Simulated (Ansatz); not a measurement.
# C2H6O: the cost of one run

Method: the levels named in each step, in Ansatz 0.2.0.

**1. The starting structure**

Bond lengths: C1–O2 1.404 Å, O2–C3 1.404 Å, C1–H4 1.098 Å, C1–H5 1.098 Å, C1–H6 1.088 Å, C3–H7 1.098 Å, C3–H8 1.088 Å, C3–H9 1.098 Å. Angles: C1–O2–C3 112.8°, O2–C1–H4 111.3°, O2–C1–H5 111.3°, O2–C1–H6 106.7°, H4–C1–H5 108.6°, H4–C1–H6 109.5°, H5–C1–H6 109.4°, O2–C3–H7 111.3°, O2–C3–H8 106.7°, O2–C3–H9 111.3°, H7–C3–H8 109.4°, H7–C3–H9 108.6°, H8–C3–H9 109.5°.

Structure file:

```xyz
9

C     1.1795   -0.0294    0.1877
O    -0.0255    0.1629   -0.5060
C    -1.1560   -0.1201    0.2766
H     1.2872   -1.0705    0.5183
H     1.2422    0.6253    1.0666
H     1.9820    0.2165   -0.5046
H    -1.1573   -1.1656    0.6114
H    -2.0253    0.0595   -0.3525
H    -1.2024    0.5303    1.1597
```

**2. A rough first relaxation, PBE-D4/def2-SVP**

This run stands in another session on the same molecule. It ended at:

```xyz
9

C     1.1775   -0.0261    0.1778
O    -0.0262    0.1670   -0.5187
C    -1.1550   -0.1170    0.2666
H     1.3041   -1.0830    0.5245
H     1.2582    0.6328    1.0793
H     2.0113    0.2185   -0.5096
H    -1.1723   -1.1796    0.6187
H    -2.0550    0.0599   -0.3549
H    -1.2182    0.5363    1.1735
```

**3. Relaxation, r2SCAN-D4/def2-TZVPP**

Contents of input.yaml:

```yaml
crystal:
  periodic: [false, false, false]
  atoms:
    - { symbol: C, position_ang: [1.17754254, -0.02606589, 0.17784718] }
    - { symbol: O, position_ang: [-0.02623246, 0.16701146, -0.51873455] }
    - { symbol: C, position_ang: [-1.15504217, -0.11703815, 0.26655753] }
    - { symbol: H, position_ang: [1.30408466, -1.08298872, 0.5244984] }
    - { symbol: H, position_ang: [1.25824512, 0.63282206, 1.07930117] }
    - { symbol: H, position_ang: [2.01129387, 0.21848259, -0.5095716] }
    - { symbol: H, position_ang: [-1.17232607, -1.17955919, 0.61871552] }
    - { symbol: H, position_ang: [-2.05500841, 0.05985365, -0.35494038] }
    - { symbol: H, position_ang: [-1.21816707, 0.53627219, 1.17345671] }
basis:
  gaussian: { orbitals: def2-TZVPP }
hamiltonian:
  xc: r2scan
  dispersion: d4
relax:
  f_tol: 0.002
  max_steps: 150
```

Run with:

```bash
$ ansatz run input.yaml --threads 4 --pin off --max-ram 10240MiB --backend cpu --events-out ev --progress --plain --runs-dir out
```

What time and memory should one allow on 4 threads of Arm Neoverse V2, shared host?

About 15 s, with a peak of 0.3 GiB.
